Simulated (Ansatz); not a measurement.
# FH2MgN, SMILES [NH2][Mg][F]: an active-space calculation

With Ansatz's Python interface.

Notebook, run cell by cell (the value of a cell's last expression is shown):

```python
import warnings

import ansatz as az
```

```python
BASIS = "cc-pVDZ"
```

```python
GEOMETRY = """
N    -0.87030    0.61180    0.00320
Mg    0.58100   -0.74890    0.31750
F     1.96900   -2.06660    0.61260
H    -0.39330    1.60800    0.03760
H    -1.23660    0.52210   -1.01230
"""
```

```python
warnings.simplefilter("ignore", az.DeckWarning)

mol = az.Crystal.molecule()
for line in GEOMETRY.strip().splitlines():
    symbol, *xyz = line.split()
    mol = mol.atom(symbol, [float(v) for v in xyz])
```

```python
calc = mol.calculation()
calc = calc.basis(gaussian=BASIS)
calc = calc.correlation(active_electrons=4, active_orbitals=4)
for method in ["sc_nevpt2"]:
    data = (calc if method is None else calc.correlation(method)).run().report
    space = data["configurations"]
    state = space["states"][0]
    print(method or "casscf", f"total {data['free_energy_ev'] / 27.211386246:.6f} Ha, active-space state {state['energy']['hartree']:.6f} Ha, mean field {data['reference_energy_ev'] / 27.211386246:.6f} Ha")
    print("  determinants", state["n_determinants"], " natural occupations", [round(n, 3) for n in space["natural_occupations"]])
```

    RunWarning: the results are in doubt because another end's mean lies 0.062 eV lower, and its corrected mean 0.029 eV higher
    sc_nevpt2 total -355.125679 Ha, active-space state -354.763259 Ha, mean field -354.717109 Ha
      determinants 36  natural occupations [1.975, 1.973, 0.027, 0.025]

Caveats:
- Total energies depend on the basis set; only differences at equal settings carry meaning.
- Warnings are shown shortened and without file and line.
- The geometry is a force-field or estimated start, not a minimum of this method, and the basis set is short of its limit. The active space starts as a window about the frontier orbitals and is then optimised, not chosen by chemistry.
- A lower CASSCF solution was found and passed over, so the printed active-space state isn't the lowest.
- The script silences the warnings on its input, which a real study should read.
- Run time: 2.8 s on 1 thread of AMD EPYC 7B13 (Zen 3), with other jobs on the host, peak memory 0.16 GiB.

(Lines on the test bed's own set-up are left out of the output.)
